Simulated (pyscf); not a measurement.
`[CH3][CH2][CH2][GaH][CH3]` → `[CH3][GaH][CH3]` + `[CH2]=[CH2]` (elimination; singlet surface; C–C, C–Ga broken, C–Ga formed). Structures and frequencies: ωB97X-D3(BJ)/def2-SVP in PySCF. Energies in kJ/mol from the reactant's lowest minimum found.

| level | barrier | reaction energy |
|---|---|---|
| ωB97X-D3(BJ)/def2-TZVP | ? | ? |
| r²SCAN/def2-TZVP | 172.2 | +99.6 |
| B3LYP-D3(BJ)/def2-TZVP | 189.2 | +89.5 |
| PBE0-D3(BJ)/def2-TZVP | ? | +112.8 |
| M06-2X/def2-TZVP | 187.3 | +99.3 |
| HF/def2-TZVP | 246.0 | +66.3 |

Some entries are withheld; supply them.


- ωB97X-D3(BJ)/def2-TZVP, barrier: 198.5
- ωB97X-D3(BJ)/def2-TZVP, reaction energy: +109.0
- PBE0-D3(BJ)/def2-TZVP, barrier: 188.6

The functionals in the table span 26.3 kJ/mol in this barrier, from r²SCAN to ωB97X-D3(BJ). On the product side the descent ends in a bound adduct (not fully relaxed), 42.1 kJ/mol under the separated species and 131.6 kJ/mol under the saddle at ωB97X-D3(BJ)/def2-TZVP. At the saddle there is also a short C–Ga contact that neither side keeps. H₃C–CH₂–CH₂–GaH–CH₃ lies 28.1 kJ/mol over its isomer H₃C–CH₂–Ga(CH₃)–CH₃ (electronic energy, ωB97M-D3(BJ)). This is the saddle that the search found; another between the same sides may lie lower. Elements up to Kr have no core potential and no relativistic terms here.
